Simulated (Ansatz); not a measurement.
A nudged elastic band was laid between two geometries of H₃OSi (5 atoms, charge 0, multiplicity 2).

These are results of UKS B3LYP-D4/def2-SVP (Ansatz 0.2.0), not measurements.

```yaml
movable_images: 7
climbing_image: yes
spring: 2.0 to 10.0 eV/Å², energy-weighted
optimiser: quadratic models (default)
start_path: through a guess of the saddle point
force_threshold: 0.05 eV/Å
iteration_limit: 60
end_points: relaxed
```

Initial state:

```xyz
5
Properties=species:S:1:pos:R:3
O 0.604 -0.456 0.853
Si 0.059 0.330 -0.523
H 0.705 -1.414 0.793
H -1.261 -0.223 -0.994
H -0.107 1.762 -0.130
```

Final state:

```xyz
5
Properties=species:S:1:pos:R:3
O 0.820 -0.479 0.633
Si -0.481 0.391 0.035
H 0.663 -1.410 0.834
H -1.056 -0.247 -1.202
H 0.055 1.745 -0.299
```

Task: What changes between the two ends?

Result: No bond is made or broken. The height of Si2 over the plane of its neighbours goes from 0.53 to -0.53 Å. The two ends are copies of one structure, up to a mirror image or an exchange of like atoms.

Task: What energy profile does the band end with?

Result: The forces met the threshold. The highest image is number 4 of 0 to 8, 12.7 kcal/mol above the ends, which have the same energy within 2 meV. Another band between the same ends (7 images) ends at a top of the same energy, where a vibrational analysis finds 1 clearly imaginary mode.

```
image  path coordinate (Å)  energy (kcal/mol)  height of Si2 over the plane of its neighbours (Å)
    0                 0.00                0.0                                                0.53
    1                 0.49                1.1                                                0.50
    2                 0.75                4.8                                                0.32
    3                 0.91               10.2                                                0.15
    4                 1.04               12.7                                                0.00
    5                 1.21                8.8                                               -0.19
    6                 1.44                3.0                                               -0.42
    7                 1.89                1.8                                               -0.50
    8                 2.45                0.0                                               -0.53
```

Task: What is the geometry of the highest image?

Result: 
```xyz
5
Properties=species:S:1:pos:R:3
O 0.306 -0.667 0.962
Si -0.293 0.339 -0.233
H 1.081 -1.191 0.722
H -1.306 -0.201 -1.155
H 0.212 1.720 -0.295
```

The run took 2.8 min on 1 thread of AMD EPYC 7R43 64-Core Processor (Zen 3), with other jobs on the host, peak memory 0.12 GiB.
